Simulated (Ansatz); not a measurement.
Results of PBE0 (plane waves, PAW; Ansatz, a program for electronic structure) for 1T (CdI2-type) CdI₂.

Numerical settings: plane-wave cutoff 500 eV, 6×6×4 k mesh (along the axes of the cell as run), gaussian smearing 0.02 eV, scalar-relativistic PAW data made under PBE.

Cell (relaxed with PBEsol):

```
CdI2
1.0
    2.11033    -3.65520     0.00000
    2.11033     3.65520     0.00000
    0.00000     0.00000     6.97373
Cd I
1 2
Direct
  0.00000   0.00000   0.00000
  0.33333   0.66667   0.24431
  0.66667   0.33333   0.75569
```

Q: Predict the band gap.

A: 
- band gap: 4.07 eV (on the SCF k mesh)

Note: the cell comes from a level without a dispersion term, which matters for the spacing of layers, chains or molecules; cell and atoms aren't relaxed at this level (pressure 1.4 GPa); the cell has widely spaced layers and the level no dispersion term, so their spacing and the moduli can rest on weak binding.

Spin–orbit coupling is not included; with these elements it can move the gap by several tenths of an eV or more.

The computed numbers hold no vibrational or temperature effects.

Computing time: very roughly 3.0 core-minutes.
